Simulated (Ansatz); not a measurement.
in.yaml

```yaml
crystal:
  periodic: [false, false, false]
  atoms:
    - {symbol: F, position_ang: [0.000000, 0.000000, -1.753133]}
    - {symbol: Al, position_ang: [0.000000, 0.000000, -0.104933]}
    - {symbol: Ge, position_ang: [0.000000, 0.000000, 1.858067]}
basis:
  gaussian: {orbitals: cc-pVDZ}
magnetization: {spin_polarized: false, initial_magnetization: 2}
correlation: {active_space: {ras: {orbitals: [6, 2, 31], electrons: 14, max_holes: 2, max_particles: 2}, fixed_orbitals: true}}
scf: {lower_state_search: off}
```

```sh
$ ansatz run in.yaml --threads 1 --pin off --events-out ev --progress --plain --max-ram 2393MiB
```

The program prints:

```
these checks for a lower state are left out or cut short: stability, starts, cluster_reference, orbital_swaps, neighbouring_geometries, increment
638 factors; integrals over basis functions are off by at most 9.8e-4 eV
mean field evaluation 1: about -65758.8767 eV, gradient 2.9e1 eV
mean field evaluation 2: about -65758.8834 eV, gradient 2.9e1 eV
mean field evaluation 4: about -65760.8729 eV, gradient 1.7e0 eV
mean field evaluation 8: about -65760.9192 eV, gradient 1.4e-3 eV
mean field -65760.91917780 eV, -2416.6692054322 hartree, gradient 2.1e-6 eV, S^2 2.000000; 0 other end points of the search recorded, 0 dependent functions left out
reference -65760.91917780 eV, -2416.6692054322 hartree; 28, 26 occupied and 31, 33 virtual orbitals, 638 factors
state -65768.64959581 eV, -2416.9532930541 hartree
Total energy: -65768.64959581 eV, -2416.9532930541 hartree
Checks for a lower state left out: stability, starts, cluster_reference, orbital_swaps, neighbouring_geometries, increment
```

Natural occupations: 1.9904 1.9786 1.9786 1.9785 1.9695 1.9509 0.9914 0.9914 0.0253 0.0204 0.0204 0.0132 0.0132 0.0118 0.0086 0.0071 0.0064 0.0064 0.0047 0.0040 0.0040 0.0029 0.0029 0.0029.

Ran on 1 thread of Intel Xeon Platinum 8488C, shared host: 8 s wall, 0.26 GiB peak host memory.
